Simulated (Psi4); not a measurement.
This Psi4 input (PBE/aug-pcseg-3) gives -109.45942 Eh with 170 basis functions.

```
memory 1724 MB

molecule {
0 1
N    -0.00000000   -0.00000000   -0.54544247
N     0.00000000    0.00000000    0.54544247
}

set {
  basis aug-pcseg-3
  scf_type df
}

energy('pbe')
print_variables()
```

Change:
```diff
- basis aug-pcseg-3
+ basis pcseg-3
```

Question: What does the run give now?

Answer: -109.45899 Eh (PBE/pcseg-3, 120 functions), a change of +0.43 mEh.
